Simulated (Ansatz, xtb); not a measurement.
Ranking isomers of CH5BO+

3 gas-phase structures of CH5BO+, found in a search over its isomers (lower ones may exist). Each was relaxed with GFN2-xTB; where two conformers were screened, the lower at r2SCAN-D4/def2-SVP is listed:

A. the doublet with the links of `[BH][OH+]C`
B. the doublet with the links of `[CH2]B[OH2+]`
C. the doublet with the links of `C[B][OH2+]`

Question: Which do you expect lowest at r2SCAN-D4/def2-SVP, and how would the others follow?

Answer: Calculated order at r2SCAN-D4/def2-SVP: B (0.0), C (11.9), A (37.8) kcal/mol.

Energies above the lowest of each column, in kcal/mol; the last columns are at B3LYP/6-31G* geometries and were run for some of them only (a dash: not run or not comparable):

| structure | GFN2-xTB | HF/STO-3G | r2SCAN-D4/def2-SVP | B3LYP/6-31G* | CCSD(T)/def2-SVP + ΔMP2/def2-TZVPP |
| --- | --- | --- | --- | --- | --- |
| B | 0.0 | 0.0 | 0.0 | 0.0 | 0.0 |
| C | 13.3 | 17.0 | 11.9 | 15.6 | 14.6 |
| A | 16.9 | 29.1 | 37.8 | – | – |

Every level run on B puts it lowest or level with the lowest. Some further structures that were screened fall inside this span and aren't listed. Flexible structures stand in one conformer each, not always the lowest. Frequencies (B3LYP/6-31G*) were run for B, C alone. Open shells are spin-unrestricted. ΔMP2 is the change of the MP2 energy from the smaller to the larger basis.

Programs: Ansatz 0.2.0, xtb 6.7.1 (Pople sets with spherical d functions).
